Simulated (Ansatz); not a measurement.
# H₃S+ (triplet): from Hartree-Fock to the top rungs at distance S1–H3 = 2.113 Å, 6-31G

How much of the correlation energy of H₃S+ (triplet) does each wave-function method recover here?

Computed with Ansatz 0.2.0, Gaussian basis. Level: 6-31G, core rule «outside noble gas», up to 5 orbitals frozen.

To be run: UHF; CCSD(T) on ROHF; CCSD(T) on UHF; BCCD(T) on ROHF; CISD; CCSDT(Q) on ROHF; CCSDT(Q) on UHF; CISDTQ; CCSDTQ on ROHF; CCSDTQ on UHF; CASSCF and MRCISD+Q, 4 electrons in 4 orbitals; CASSCF and NEVPT2, 4 electrons in 4 orbitals; CASSCF and MRCISD+Q, 8 electrons in 7 orbitals; CASSCF and NEVPT2, 8 electrons in 7 orbitals; Full CI.

14 further runs of the same task are left out: 7 that didn't finish, 7 set aside as unsound or not needed.

## 1. What is computed

The geometry derives from a PBE0/def2-TZVP stationary point (not a proven minimum). One bond is set to the value named and the two fragments are kept rigid.

4 atoms, charge 1, spin multiplicity 3.

Atoms are counted from 1 here; the program's logs count them from 0.

Bond lengths: S1–H2 1.357 Å, S1–H4 1.520 Å. Angles: H2–S1–H4 89.9°.

## 2. UHF

in.yaml

```yaml
crystal:
  periodic: [false, false, false]
  atoms:
    - {symbol: S, position_ang: [0.000000, -0.039125, -0.017030]}
    - {symbol: H, position_ang: [0.000000, 1.318355, -0.017030]}
    - {symbol: H, position_ang: [0.000000, -0.036469, 2.095968]}
    - {symbol: H, position_ang: [0.000000, -0.037214, -1.537157]}
basis:
  gaussian: {orbitals: 6-31G}
total_charge: 1
magnetization: {spin_polarized: true, initial_magnetization: 2}
hamiltonian: {xc: hf}
output: {orbitals: {seedname: orbitals}}
```

Launch:

```bash
> ansatz run in.yaml --threads 1 --pin off --events-out ev --progress --plain --max-ram 2393MiB
```

The runs that follow: CCSD(T) on ROHF; CCSD(T) on UHF; BCCD(T) on ROHF; CISD; CCSDT(Q) on ROHF; CCSDT(Q) on UHF; CISDTQ; CCSDTQ on ROHF; CCSDTQ on UHF; CASSCF and MRCISD+Q, 4 electrons in 4 orbitals; CASSCF and NEVPT2, 4 electrons in 4 orbitals; CASSCF and MRCISD+Q, 8 electrons in 7 orbitals; CASSCF and NEVPT2, 8 electrons in 7 orbitals; Full CI.

Q: Predict the results of all the runs planned. Wanted: FCI below the RHF energy; RMP2 from FCI; UMP2 from FCI; RCCSD from FCI; RCCSD(T) from FCI; UCCSD(T) from FCI; RCCSDT(Q) from FCI; UCCSDT(Q) from FCI; NEVPT2 pair from FCI.

The runs gave:

| quantity | value |
| --- | --- |
| FCI below the RHF energy | -1.9491 eV |
| RMP2 from FCI | +533.6 meV |
| UMP2 from FCI | +524.8 meV |
| RCCSD from FCI | +20.9 meV |
| RCCSD(T) from FCI | +5.8 meV |
| UCCSD(T) from FCI | +5.7 meV |
| RCCSDT(Q) from FCI | +0.2 meV |
| UCCSDT(Q) from FCI | +0.1 meV |
| NEVPT2 pair from FCI | +314.9 meV |
| MRCISD+Q pair from FCI | -1.6 meV |
| NEVPT2 valence from FCI | +141.8 meV |
| levels within 1 kcal/mol (43 meV) | RCCSD, UCCSD, RCCSD(T), UCCSD(T), BCCD(T), RCCSDT, UCCSDT, CISDTQ, RCCSDT(Q), UCCSDT(Q), RCCSDTQ, UCCSDTQ, MRCISD pair, MRCISD+Q pair, MRCISD valence, MRCISD+Q valence |
| T1 diagnostic | 0.017 |
| effectively unpaired electrons | 2.03 |

In words: RCCSD(T) lands +5.8 meV from the yardstick (0.3 % of the correlation energy). One determinant dominates. Of the multireference levels listed MRCISD+Q pair comes nearest in total energy (-1.6 meV), which doesn't show that its space is the better one. These misses are within one basis, not against nature; the frozen cores of restricted and unrestricted runs differ, which can shift their rows.
